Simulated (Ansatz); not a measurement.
# CHOS radical (SMILES [O]C=S): functionals against CCSD(T) at one geometry

One table from this session's results is given with a row withheld; the runs are named, their logs left out.

Program: Ansatz 0.2.0, Gaussian basis. Level of theory: single points in def2-TZVPP. These are calculated values, not measurements.

Cores are frozen in the correlated methods. Orbitals are unrestricted.

### Where the work starts

SMILES `[O]C=S`, 4 atoms, charge 0, spin multiplicity 2.

Atoms are counted from 1 here; the program's logs count them from 0.

Bond lengths: O1–C2 1.213 Å, C2–S3 1.679 Å, C2–H4 1.217 Å. Angles: O1–C2–S3 131.2°, O1–C2–H4 126.3°, S3–C2–H4 102.3°.

As a file:

```xyz
4
charge 0, multiplicity 2
O    -1.3705   -0.1512   -0.1748
C    -0.1887    0.0490    0.0092
S     1.0530   -0.9918    0.4505
H     0.4074    1.0890   -0.1999
```

Set-up of the first run:

Input file run/in.yaml:

```yaml
crystal:
  periodic: [false, false, false]
  atoms:
    - {symbol: O, position_ang: [-1.370500, -0.151200, -0.174800]}
    - {symbol: C, position_ang: [-0.188700, 0.049000, 0.009200]}
    - {symbol: S, position_ang: [1.053000, -0.991800, 0.450500]}
    - {symbol: H, position_ang: [0.407400, 1.089000, -0.199900]}
basis:
  gaussian: {orbitals: def2-TZVPP}
magnetization: {spin_polarized: true, initial_magnetization: 1}
correlation: {method: ccsd_t}
scf: {omitted_lower_state_checks: [cluster_reference]}
output: {forces: true}
```

The command line of these runs was not kept.

Among the steps run: CCSD(T)/def2-TZVPP; PBE0-D4/def2-TZVPP; wB97M-V/def2-TZVPP; r2SCAN-D4/def2-TZVPP; PBE-D4/def2-TZVPP; HSE06-D4/def2-TZVPP; r2SCANh-D4/def2-TZVPP.

One table of the session follows, with a row left open; its other results are not shown here.

| method | RMS force component (eV/Å) | angle to CCSD(T) forces (°) | dipole (D) |
| --- | --- | --- | --- |
| CCSD(T) | 1.046 | reference | 2.20 |
| PBE0-D4 | 1.000 | 22.9 | 2.27 |
| wB97M-V | 1.047 | 18.3 | 2.32 |
| r2SCAN-D4 | 0.851 | 21.9 | 2.11 |
| PBE-D4 | 0.699 | 31.0 | 1.85 |
| HSE06-D4 | ? | ? | ? |
| r2SCANh-D4 | 0.962 | 22.6 | 2.23 |

Estimate the missing values for HSE06-D4.

**Answer.** RMS force component (eV/Å): 0.993; angle to CCSD(T) forces (°): 22.9; dipole (D): 2.26. In the column «RMS force component (eV/Å)» it lies between r2SCANh-D4 (0.962) and PBE0-D4 (1.000).
